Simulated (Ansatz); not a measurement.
# quartet AlO at 6 levels

Aim: a comparison of 6 runs (UHF/3-21G, UB3LYP/6-31G*, U-wB97M-V/def2-TZVPPD, UB2PLYP/def2-TZVPPD, UBLYP/def2-TZVPPD, UMP2/def2-TZVPPD) of quartet AlO. 

The calculation is run with Ansatz 0.2.0.

36 further runs of the same task are left out: 36 set aside as unsound or not needed.

## Step 1: The molecule

AlO: 2 atoms, total charge 0, spin state quartet. As SMILES of the parent species, `[O]=[Al]`. The coordinates come from a PBE0-D4/def2-TZVP relaxation. That shape belongs to the parent species and isn't relaxed for this state.

Bond lengths: O1–Al2 1.620 Å.

## Step 2: A single-point energy at UHF/3-21G (run 1)

in.yaml reads:

```yaml
basis:
  gaussian: {orbitals: 3-21G.json}
crystal:
  periodic: [false, false, false]
  atoms:
    - {symbol: O, position_ang: [0.000000, -0.000000, -0.024920]}
    - {symbol: Al, position_ang: [-0.000000, 0.000000, 1.594970]}
magnetization: {spin_polarized: true, initial_magnetization: 3}
hamiltonian: {xc: hf}
accuracy: high
output: {orbitals: {seedname: orbitals}}
```

The basis set 3-21G is read from a file made from the Basis Set Exchange's data (not shown).

The run is started by

```bash
$ ansatz run in.yaml --threads 1 --pin off --max-ram 3480MiB --events-out events.jsonl --progress --plain --runs-dir runs
```

Log:

```text
Warning: RAYON_NUM_THREADS=1 ignored (pool sized by the plan → 1); use --threads N
Functional definition: HF
  name "HF"
  exchange = exact_x
  correlation = 0
411 factors; integrals over basis functions are off by at most 3.4e-9 eV
mean field evaluation 1: about -8568.3073 eV, gradient 7.6e0 eV
mean field evaluation 2: about -8568.3155 eV, gradient 7.6e0 eV
mean field evaluation 4: about -8569.1986 eV, gradient 2.1e0 eV
mean field evaluation 8: about -8569.3222 eV, gradient 9.1e-2 eV
mean field evaluation 16: about -8569.3224 eV, gradient 2.0e-8 eV
mean field evaluation 32: about -8569.6388 eV, gradient 2.2e-8 eV
mean field evaluation 64: about -8569.3282 eV, gradient 3.3e0 eV
mean field evaluation 96: about -8569.1461 eV, gradient 2.8e0 eV
mean field evaluation 128: about -8569.3377 eV, gradient 1.1e-1 eV
mean field evaluation 160: about -8569.6388 eV, gradient 1.3e-2 eV
mean field -8569.63880768 eV, -314.9284174724 hartree, gradient 1.4e-8 eV, S^2 3.752754; 5 other end points of the search recorded, 0 dependent functions left out
reference -8569.63880768 eV, -314.9284174724 hartree; 12, 9 occupied and 10, 13 virtual orbitals, 411 factors
Total energy: -8569.63880768 eV, -314.9284174724 hartree
```

Run time: 0.32 s. Hardware: 1 thread of Arm Neoverse V1, shared host.

## Step 3: The energy at UB3LYP/6-31G(d) (Cartesian functions) (run 2)

in.yaml reads:

```yaml
crystal:
  periodic: [false, false, false]
  atoms:
    - {symbol: O, position_ang: [0.000000, -0.000000, -0.024920]}
    - {symbol: Al, position_ang: [-0.000000, 0.000000, 1.594970]}
basis:
  gaussian:
    orbitals: "6-31G*"
magnetization:
  spin_polarized: true
  initial_magnetization: 3
hamiltonian:
  xc: {name: B3LYP}
accuracy: high
output: {orbitals: {seedname: orbitals}}
```

The run is started by

```bash
$ ansatz run in.yaml --threads 1 --pin off --max-ram 3480MiB --events-out events.jsonl --progress --plain --runs-dir runs
```

Log:

```text
Warning: RAYON_NUM_THREADS=1 ignored (pool sized by the plan → 1); use --threads N
Functional definition: B3LYP
  name "B3LYP"
  parameter a0 = 0.2
  parameter ax = 0.72
  parameter ac = 0.81
  exchange = (1 - a0 - ax)*slater_x + ax*b88_x + a0*exact_x
  correlation = (1 - ac)*vwn_rpa_c + ac*lyp_c
562 factors; integrals over basis functions are off by at most 2.6e-9 eV
mean field evaluation 1: about -8636.7530 eV, gradient 2.2e1 eV
mean field evaluation 2: about -8628.6205 eV, gradient 4.7e1 eV
mean field evaluation 4: about -8638.7063 eV, gradient 3.5e-1 eV
mean field evaluation 8: about -8638.7343 eV, gradient 4.8e-2 eV
mean field evaluation 16: about -8638.7343 eV, gradient 3.5e-6 eV
mean field evaluation 32: about -8638.4243 eV, gradient 1.7e0 eV
mean field -8638.73432377 eV, -317.4676308540 hartree, gradient 3.0e-8 eV, S^2 3.752897; 4 other end points of the search recorded, 0 dependent functions left out
reference -8638.73435014 eV, -317.4676318234 hartree; 12, 9 occupied and 22, 25 virtual orbitals, 562 factors
Total energy: -8638.73435014 eV, -317.4676318234 hartree
```

It took 3.9 s on 1 thread of Arm Neoverse V1, shared host; peak memory 0.12 GiB.

Runs 3 to 5 aren't shown in full; the table further down has their settings and results.

## Step 4: A single-point energy at UMP2/def2-TZVPPD (run 6)

run.yaml reads:

```yaml
crystal:
  periodic: [false, false, false]
  atoms:
    - {symbol: O, position_ang: [0.000000, -0.000000, -0.024920]}
    - {symbol: Al, position_ang: [-0.000000, 0.000000, 1.594970]}
basis:
  gaussian:
    orbitals: def2-TZVPPD.json
magnetization:
  spin_polarized: true
  initial_magnetization: 3
correlation:
  method: mp2
  frozen_orbitals: {Al: 5, O: 1}
accuracy: high
```

The basis set def2-TZVPPD is read from a file made from the Basis Set Exchange's data (not shown).

The run is started by

```bash
$ ansatz run run.yaml --threads 1 --pin off --max-ram 3480MiB --events-out events.jsonl --progress --plain --runs-dir runs
```

Log (excerpt; [...] marks lines left out):

```text
Warning: RAYON_NUM_THREADS=1 ignored (pool sized by the plan → 1); use --threads N
Functional definition: HF
  name "HF"
[...]
1150 factors; integrals over basis functions are off by at most 3.3e-9 eV
[...]
mean field -8618.26210615 eV, -316.7152907331 hartree, gradient 2.1e-8 eV, S^2 3.757497; 16 other end points of the search recorded, 0 dependent functions left out
6 core orbitals not correlated: weight in the atoms' cores, before any rotation towards them, 1.000 or more for the frozen orbitals, at most 0.000 for the correlated occupied ones
reference -8618.26210615 eV, -316.7152907331 hartree; 6, 3 occupied and 76, 79 virtual orbitals, 1150 factors
second order -5.74023686 eV of doubles, -0.00000000 eV of singles
Total energy: -8624.00234301 eV, -316.9262405470 hartree
```

Run time: 9.3 s. Hardware: 1 thread of Arm Neoverse V1, shared host; peak memory 0.16 GiB.

## Step 5: The series

```csv
run,level,Cartesian functions,frozen core orbitals,energy (Eh),HOMO energy (eV),⟨S²⟩,wall time
1,UHF/3-21G,no,–,-314.928417,-6.09,3.753,0.32 s
2,UB3LYP/6-31G* (Cartesian functions),yes,–,-317.467632,-3.62,3.753,3.9 s
3,U-wB97M-V/def2-TZVPPD,no,–,-317.467916,-5.35,3.754,78 s
4,UB2PLYP/def2-TZVPPD,no,6,-317.349507,-4.80,3.755,17 s
5,UBLYP/def2-TZVPPD,no,–,-317.509899,-2.89,3.753,20 s
6,UMP2/def2-TZVPPD,no,6,-316.926241,–,3.757,9.3 s
```

## Step 6: Outcome

```
                                          quantity          value
                               run 6: total energy  -316.92624 Eh
run 6: correlation energy (6 core orbitals frozen)     -210.9 mEh
          run 6: ⟨S²⟩ of the reference determinant          3.757
```

In words: Totals of different functionals can't be ranked against each other. All runs together took 2.1 min, the longest 78 s.
